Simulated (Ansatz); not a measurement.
A Morse fit to a bond in HSiAl, triplet, and a point to predict

Starting geometry (PBE0/def2-TZVP stationary point for this spin, which needn't be the lowest; state A''):

```xyz
3

Si    0.0000   -0.0360    1.1654
Al    0.0000   -0.0118   -1.2249
H     0.0000    1.3177    0.3154
```

Atom Al2 moves along the line of the distance Si1-Al2, all else staying in place. Energies are in eV from the starting point at each level.

Basis 6-31G; Ansatz 0.2.0. Correlated methods freeze the noble-gas cores.

Full CI is exact within this basis and frozen core; it isn't the basis-set limit.

```tsv
distance Si1-Al2 (Å)	full CI
1.909	2.687
2.186	0.508
2.390	0.000
2.638	-0.068
2.972	0.199
3.256	?
3.799	1.012
4.433	1.377
5.342	1.570
6.314	1.621
8.124	1.639
```

A Morse curve E(r) = E0 + De (1 − exp(−a (r − re)))² is laid through the three points about the minimum (2.390, 2.638, 2.972 Å), with E0 + De set to the last point:

```json
{"level": "full CI", "re (Å)": "2.552", "a (1/Å)": "1.242", "E0 (eV)": "-0.086", "De (eV)": "1.725", "k = 2 De a² (eV/Å²)": "5.3"}
```

Use the full-CI fit to predict the withheld energy at 3.256 Å.

exp(−1.242 × (3.256 − 2.552)) = 0.4171; E = -0.086 + 1.725 × (1 − 0.4171)² = 0.500 eV. Full CI in 6-31G gives 0.501 eV, so the Morse form is 0.001 eV too low there (0.1 % of De).

De here is the energy of pulling rigid fragments apart in this basis, without relaxation or zero-point terms. The set has no polarisation functions, so bonds come out too long and too weak, most of all with atoms from Na to Ar.
